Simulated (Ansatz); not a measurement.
H$_{2}$N–GaH, doublet: the ladder up to UCCSDT(Q)

Geometry: a point of a stretch scan, not a stationary point.

```yaml
atoms:
  - { symbol: N, position_ang: [0.0000, 0.1625, 1.9347] }
  - { symbol: Ga, position_ang: [0.0000, 0.4813, -3.0591] }
  - { symbol: H, position_ang: [0.0000, -0.7087, 2.4421] }
  - { symbol: H, position_ang: [0.0000, 0.9562, 2.5524] }
  - { symbol: H, position_ang: [0.0000, -0.8913, -3.8700] }
```

Basis cc-pVTZ; Ansatz 0.2.0. Only valence electrons are correlated (noble-gas cores and the filled d shells of p-block atoms frozen), which leaves 11 electrons in 100 orbitals. R marks a restricted (for open shells ROHF) determinant, U an unrestricted one. Active spaces: pair = (3e, 3o) about the gap. No spin–orbit coupling is included, and no scalar relativity.

Full CI isn't at hand for all of this; UCCSDT(Q) serves as the reference, and is uncertain by the last step of the cluster series or more. The frozen core follows each run's orbitals, which can shift R against U totals by a few meV for light atoms and by up to 0.1 eV past Ca.

The UHF ⟨S²⟩ is 0.769, the T1 diagnostic (RCCSD) is 0.0127 and the largest doubles amplitude (RCCSD) is 0.080. The T1 diagnostic (UCCSD) is 0.0092.

| level | E − E(UCCSDT(Q)) (kcal/mol) | wall time |
| --- | --- | --- |
| UHF | 179.57 | – |
| UMP2 | 27.15 | – |
| UCCSD | 4.79 | – |
| UCCSD(T) | 0.58 | 19 s (H100) |
| UCCSDT | 0.14 | – |

Run but not shown, since their state, orbitals or frozen core can't be matched to the reference's or they repeat it: RHF, RMP2, RCCSD, RCCSD(T), BCCD(T), RCCSDT, RCCSDT(Q), CASSCF (pair space), NEVPT2 (pair space).

Times hold each run's SCF and search for its determinant on a shared host, so for small cases they say little of a method's own cost. Some runs computed forces too.
